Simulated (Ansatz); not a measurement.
Process, species as SMILES: [CH2][SiH3] (CH2-SiH3) → C atom + 5 H atom + Si atom
B3LYP-D3(BJ)/def2-TZVP geometries, fixed; electronic energies without zero-point terms.
Largest species:
```xyz
7

C     -0.0097     0.1411    -1.2607
Si     0.0046    -0.0671     0.5695
H     -0.9250     0.2758    -1.8259
H      0.8972     0.1766    -1.8533
H     -0.0125     1.2498     1.2616
H     -1.1932    -0.8210     1.0128
H      1.2278    -0.7881     0.9952
```
Charge 0, spin multiplicity 2.

How fast the atomisation energy converges with the basis for several methods (Ansatz, a first-principles code): deviation from each method's own reference, in kcal/mol. References: B3LYP 519.96 kcal/mol, the value in aug-pcseg-3; CCSD(T) 520.51 kcal/mol, Hartree-Fock in cc-pV(Q+d)Z plus the correlation part extrapolated as X^-3 from cc-pV(T+d)Z and cc-pV(Q+d)Z; HF 408.43 kcal/mol, the value in def2-QZVPPD; MP2 516.11 kcal/mol, Hartree-Fock in cc-pV(Q+d)Z plus the correlation part extrapolated as X^-3 from cc-pV(T+d)Z and cc-pV(Q+d)Z; PBE 516.70 kcal/mol, the value in aug-pcseg-3; r2SCAN 524.29 kcal/mol, the value in aug-pcseg-3. All functions are spherical. In correlated methods cores are frozen. Open shells are unrestricted. No added dispersion term, no relativity. 

```tsv
basis	functions	B3LYP	CCSD(T)	HF	MP2	PBE	r2SCAN
3-21G	32	-21.48	-86.03	-38.49	-90.40	-14.06	-22.03
def2-SV(P)	42	-9.67	-62.65	-9.44	-60.99	-7.27	-10.41
def2-SVP	57	-3.43	-28.06	-1.66	-29.23	-1.46	-3.22
cc-pV(D+d)Z	62	-9.14	-37.50	-8.54	-37.34	-6.73	-8.74
def2-TZVPP	143	-0.32	-11.27	-0.77	-11.46	0.24	-0.80
def2-TZVPPD	170	-0.29	-10.78	-0.74	-11.01	0.31	-0.77
cc-pV(Q+d)Z	269	0.47	-4.63	0.02	-4.72	0.73	0.00
def2-QZVPP	277	-0.16	-4.62	0.01	-4.73	-0.10	-0.48
```

Mean absolute deviation over def2-TZVPP, def2-TZVPPD: PBE 0.27, B3LYP 0.30, HF 0.75, r2SCAN 0.78, CCSD(T) 11.02, MP2 11.23 kcal/mol.
